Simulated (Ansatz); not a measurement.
Fluorine, relaxed with RKS PBE0-D4/def2-TZVP in Ansatz from a GFN2-xTB geometry. The force threshold is 0.005 eV/Å; the program also tests the step.

Charge 0, multiplicity 1.

Start:

```xyz
2

F    -0.217   -0.658    0.111
F     0.217    0.658   -0.111
```

| step | energy (eV) | largest force (eV/Å) | largest move (Å) |
| --- | --- | --- | --- |
| 1 | -5426.1703 | 0.940 | 0.000 |
| 2 | -5426.1843 | 0.363 | 0.009 |
| 3 | -5426.1866 | 0.011 | 0.005 |
| 4 (rejected) | -5426.1865 | 0.030 | 0.001 |
| 5 | -5426.1866 | 0.000 | 0.000 |

End:

```xyz
2

F    -0.212   -0.645    0.109
F     0.212    0.645   -0.109
```

It took 1.4 s on 2 threads of a server CPU on a shared host, with 0.11 GiB of host memory at the peak.
